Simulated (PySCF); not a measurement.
Electronic absorption of methallyl cyanide

Species: methallyl cyanide, C5H7N.
Structure used (GFN2-xTB), in Å, numbered top down from 1:
```
atom  x, y, z in Å
C1    -0.9567    1.4184    0.0870
C2    -0.3475    0.2609   -0.1026
C3    -0.9981   -1.0654    0.1346
C4     1.0893    0.1903   -0.5705
C5     1.9224   -0.3489    0.4760
N6     2.5644   -0.7803    1.3175
H7    -1.9792    1.4682    0.4196
H8    -0.4659    2.3623   -0.0808
H9    -2.0127   -0.9402    0.5022
H10   -0.4258   -1.6363    0.8660
H11   -1.0291   -1.6459   -0.7879
H12    1.1721   -0.4656   -1.4435
H13    1.4625    1.1828   -0.8354
```

Method used: TDDFT B3LYP/def2-SVPD, vertical, gas phase, core orbitals frozen in the response in PySCF.

```json
{"state": "S1", "E (eV)": "6.72", "ν̃ (cm⁻¹)": "54200", "f": "0.075", "main configurations (H = HOMO, L = LUMO)": "H→L+1 (55%), H→L (41%)"}
{"state": "S2", "E (eV)": "7.12", "ν̃ (cm⁻¹)": "57400", "f": "0.144", "main configurations (H = HOMO, L = LUMO)": "H→L+1 (41%), H→L (36%), H→L+2 (10%)"}
{"state": "S3", "E (eV)": "7.35", "ν̃ (cm⁻¹)": "59290", "f": "0.043", "main configurations (H = HOMO, L = LUMO)": "H→L+2 (85%)"}
{"state": "S4", "E (eV)": "7.53", "ν̃ (cm⁻¹)": "60720", "f": "0.0059", "main configurations (H = HOMO, L = LUMO)": "H-2→L (62%), H-1→L (19%)"}
{"state": "S5", "E (eV)": "7.59", "ν̃ (cm⁻¹)": "61190", "f": "0.0061", "main configurations (H = HOMO, L = LUMO)": "H-1→L (68%), H-2→L (20%)"}
{"state": "S6", "E (eV)": "7.76", "ν̃ (cm⁻¹)": "62620", "f": "0.160", "main configurations (H = HOMO, L = LUMO)": "H→L+3 (80%), H→L (12%)"}
{"state": "S7", "E (eV)": "7.92", "ν̃ (cm⁻¹)": "63910", "f": "0.0064", "main configurations (H = HOMO, L = LUMO)": "H→L+4 (96%)"}
{"state": "S8", "E (eV)": "8.02", "ν̃ (cm⁻¹)": "64680", "f": "0.022", "main configurations (H = HOMO, L = LUMO)": "H→L+5 (58%), H-1→L+2 (29%)"}
```

Triplets (Tamm–Dancoff): T1 4.49 eV, H→L (89%); T2 6.46 eV, H-1→L (28%), H-2→L+2 (26%), H-1→L+3 (24%); T3 6.70 eV, H→L+1 (89%).

The lowest singlet lies at 6.72 eV (185 nm, vacuum ultraviolet) and is of moderate strength; its leading configuration is HOMO→LUMO+1 (55%). The most intense listed level is S6 at 7.76 eV (160 nm, f = 0.160), 1.04 eV above S1. Löwdin shares by element: HOMO carbon 84% or more (atoms not listed hold the other 16%); LUMO carbon 61% or more, hydrogen 6% or more (atoms not listed hold the other 33%). Of the 8 states listed, 5 reach f = 0.01 and none stays under 0.0005. Orbital energies (eV): HOMO-3 -9.98, HOMO-2 -9.24, HOMO-1 -9.18, HOMO -7.68, LUMO -0.53, LUMO+1 0.11, LUMO+2 0.59. The oscillator strengths of these states sum to 0.463; summed over the whole spectrum of an exact calculation they would give the number of electrons, 44 (Thomas–Reiche–Kuhn). The window holds the lowest 8 singlets.

One conformer stands for the species.
